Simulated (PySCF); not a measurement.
Trends in electronic spectra. Theory: TDDFT CAM-B3LYP/def2-SVPD, vertical, gas phase, core orbitals frozen in the response (PySCF). Geometries: PBE0-D3(BJ)/def2-SVP; one conformer of each isolated species. Triplets are in the Tamm–Dancoff approximation. Atoms past krypton carry core potentials; spin–orbit coupling is left out.

Question: Rank by computed HOMO–LUMO gap, lowest first.
A. `[Cl][Ag]<-[AsH3]`
B. `c1cnc2c(n1)nccn2`
C. `[Cl][Sc]([Cl])[Cl]`
D. `CC(C)[C@@H](C)F`
E. `CCCCCF`
F. `[N+](C)(C)(C)[GaH3-]`
G. `F[Si](F)(F)F`
H. `C#CC#CC#CC#N`

Answer: B (6.76 eV), H (7.02 eV), A (8.00 eV), C (8.16 eV), F (9.62 eV), D (11.62 eV), E (11.87 eV), G (14.72 eV).

| SMILES | gap (eV) | S1 (eV) | LUMO (eV) | f (S1) | T1 (eV) | S1 mainly |
| --- | --- | --- | --- | --- | --- | --- |
| c1cnc2nccnc2n1 | 6.76 | 3.10 | -1.92 | 0.000 | 2.68 | H→L (97%) |
| C#CC#CC#CC#N | 7.02 | 3.32 | -1.97 | 0.000 | 2.68 | H-1/H→L/L+1 (≥91%) |
| [Cl][Ag]<-[AsH3] | 8.00 | 5.31 | -0.44 | 0.012 | 5.07 | H-1/H→L (≥82%) |
| [Cl][Sc]([Cl])[Cl] | 8.16 | 4.63 | -2.53 | 0.000 | 4.62 | H→L (99%) |
| C[N+](C)(C)[GaH3-] | 9.62 | 6.84 | 0.79 | 0.018 | 6.36 | H-1/H→L+1 (≥40%) |
| CC(C)[C@@H](C)F | 11.62 | 8.67 | 1.29 | 0.018 | 8.41 | H→L (92%) |
| CCCCCF | 11.87 | 8.85 | 1.41 | 0.004 | 8.59 | H→L (55%) |
| F[Si](F)(F)F | 14.72 | 10.92 | 0.17 | 0.000 | 10.56 | H-2/H-1/H→L (≥87%) |

H and L stand for HOMO and LUMO. A slash joins orbitals within 0.01 eV of each other, whose weights are summed (≥ marks a lower bound).

- `c1cnc2nccnc2n1`: Löwdin shares by element: HOMO nitrogen 61% (atoms not listed hold the other 39%); LUMO nitrogen 50% (atoms not listed hold the other 50%).
- `C#CC#CC#CC#N`: Löwdin shares by element: HOMO (one of a set within 0.03 eV) carbon 62% or more (atoms not listed hold the other 38%); LUMO (one of a set within 0.03 eV) carbon 57% or more (atoms not listed hold the other 43%).
- `[Cl][Ag]<-[AsH3]`: for S1 the Löwdin share of silver is 10% in HOMO and 36% in LUMO.
- `[Cl][Sc]([Cl])[Cl]`: for S1 the Löwdin share of scandium is at most 4% in HOMO and 87% in LUMO (ligand-to-metal charge transfer by this measure).
- `C[N+](C)(C)[GaH3-]`: Löwdin shares by element: HOMO (one of a set within 0.03 eV) hydrogen 55% or more, gallium 39%; LUMO carbon 26%, gallium 26% (atoms not listed hold the other 47%).
- `CC(C)[C@@H](C)F`: Löwdin shares by element: HOMO carbon 49% or more, fluorine 18% (atoms not listed hold the other 33%); LUMO carbon 33% or more, hydrogen 8% or more (atoms not listed hold the other 58%).
- `CCCCCF`: Löwdin shares by element: HOMO carbon 43% or more, fluorine 12% (atoms not listed hold the other 45%); LUMO carbon 44% or more (atoms not listed hold the other 56%).
- `F[Si](F)(F)F`: Löwdin shares by element: HOMO (one of a set within 0.03 eV) fluorine 97% or more; LUMO silicon 63%, fluorine 28% or more.
